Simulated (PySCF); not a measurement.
Calculation: TPSSh-D3(BJ)/def2-TZVP (PySCF). All species are isolated molecules in the gas phase. One relaxed conformer stands for a flexible species; it need not be the lowest. Excitations are Tamm–Dancoff values on a coarser integration grid. The basis has no diffuse functions, so Rydberg states are missing or too high.

Reference species (SMILES): `C=[OH+]` (charge +1, multiplicity 1).

The LUMO comes out as -10.59 eV. The HOMO–LUMO gap comes out as 7.14 eV and the T1 excitation (TDA) is 5.37 eV.

Changed species: `C(/[S@](=O)C)=[O+]\[H]` (O–S–C–O torsion 165°) (X = methylsulfinyl, proton added; the reference has X = H, proton added).

Task: Give the shifts of the LUMO, HOMO–LUMO gap and T1 excitation (TDA).

Result: the LUMO rises by 1.41 eV, to -9.18 eV; the HOMO–LUMO gap falls by 4.04 eV, to 3.10 eV; the T1 excitation (TDA) decreases by 3.73 eV, to 1.64 eV.
